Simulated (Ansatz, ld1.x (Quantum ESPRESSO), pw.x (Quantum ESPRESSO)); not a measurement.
**pw.x on bcc Ba: one setting changed**

Potential: PAW, ld1.x (Quantum ESPRESSO) 7.5, PBE; core [Kr] 4d10, reference 5s2 5p6 5d0 6s1.75 6p0.25; waves: 5s (bound): rcut 2.25, rcutus 2.90 bohr; 6s (bound): rcut 2.25, rcutus 2.90 bohr; 5p (bound): rcut 3.25, rcutus 3.90 bohr; 6p (bound): rcut 3.25, rcutus 3.90 bohr; 5d (bound, empty): rcut 3.65, rcutus 4.45 bohr; 5d channel at 2.55 Ry: rcut 3.65, rcutus 4.45 bohr; local part: all-electron potential smoothed inside 3.85 bohr (lloc = -1); core correction: Bessel-smoothed model core inside 1.80 bohr; augmentation: PSQ, inside the norm-conserving radii.

The reference run (k-mesh 9³, cutoffs 40/320 Ry, Fermi–Dirac 0.01 Ry, mixing_beta 0.4, conv_thr 1e-9, no spin) gives 0.11 GPa at 63.608 Å³/atom, where all-electron LAPW gives 0.01 GPa. This run, with its own iteration cap, changes mixing_ndim to 2.

```
&control
  calculation='scf', prefix='x', pseudo_dir='./', outdir='./tmp', tstress=.true., disk_io='none'
/
&system
  ibrav=0, nat=1, ntyp=1, ecutwfc=40, ecutrho=320, nbnd=12,
  occupations='smearing', smearing='fd', degauss=0.01
/
&electrons
  conv_thr=1e-09, mixing_beta=0.4, electron_maxstep=50, mixing_ndim=2
/
ATOMIC_SPECIES
Ba 1.0 Ba.UPF
CELL_PARAMETERS angstrom
  -2.51468688 2.51468688 2.51468688
  2.51468688 -2.51468688 2.51468688
  2.51468688 2.51468688 -2.51468688
ATOMIC_POSITIONS crystal
Ba 0.0000 0.0000 0.0000
K_POINTS automatic
9 9 9 0 0 0
```

```bash
pw.x < Ba.scf.in > Ba.scf.out
```

Task: How does the run end?

Result: It converges in 10 iterations; the free energy moves by +0.0 meV/atom and the pressure by +0.00 GPa. The result is that of the reference run.

```
Message from routine setup:
     using ibrav=0 with symmetry is DISCOURAGED, use correct ibrav instead
     lattice parameter (alat)  =       8.2308  a.u.
     unit-cell volume          =     429.2481 (a.u.)^3
     number of electrons       =        10.00
     number of Kohn-Sham states=           12
     kinetic-energy cutoff     =      40.0000  Ry
     charge density cutoff     =     320.0000  Ry
     scf convergence threshold =      1.0E-09
     Exchange-correlation= SLA  PW   PBX  PBC
     number of k points=    35  Fermi-Dirac smearing, width (Ry)=  0.0100
     iteration #  1     ecut=    40.00 Ry     beta= 0.40
     total energy              =    -436.18574120 Ry
     estimated scf accuracy    <       0.02551921 Ry
     iteration #  2     ecut=    40.00 Ry     beta= 0.40
     total energy              =    -436.18385413 Ry
     estimated scf accuracy    <       0.00707587 Ry
     iteration #  3     ecut=    40.00 Ry     beta= 0.40
     total energy              =    -436.18423118 Ry
     estimated scf accuracy    <       0.00005140 Ry
     [... 4 iterations left out ...]
     iteration #  8     ecut=    40.00 Ry     beta= 0.40
     total energy              =    -436.18432010 Ry
     estimated scf accuracy    <          3.3E-09 Ry
     iteration #  9     ecut=    40.00 Ry     beta= 0.40
     total energy              =    -436.18432010 Ry
     estimated scf accuracy    <          1.6E-09 Ry
     iteration # 10     ecut=    40.00 Ry     beta= 0.40
     the Fermi energy is     5.6639 ev
!    total energy              =    -436.18432010 Ry
     estimated scf accuracy    <          4.7E-10 Ry
     smearing contrib. (-TS)   =      -0.00646770 Ry
     The total energy is F=E-TS. E is the sum of the following terms:
     one-electron contribution =     -11.39463103 Ry
     hartree contribution      =       9.46346326 Ry
     xc contribution           =     -13.19357933 Ry
     ewald contribution        =     -38.29103778 Ry
     one-center paw contrib.   =    -382.76206751 Ry
     convergence has been achieved in  10 iterations
          total   stress  (Ry/bohr**3)                   (kbar)     P=        1.06
     Message from routine punch:
     Nothing written, as per user request (disk_io='none')
```

The run took about 26 s on one core of a shared host (Neoverse-V1, 32 threads, 247 GiB, load 26).
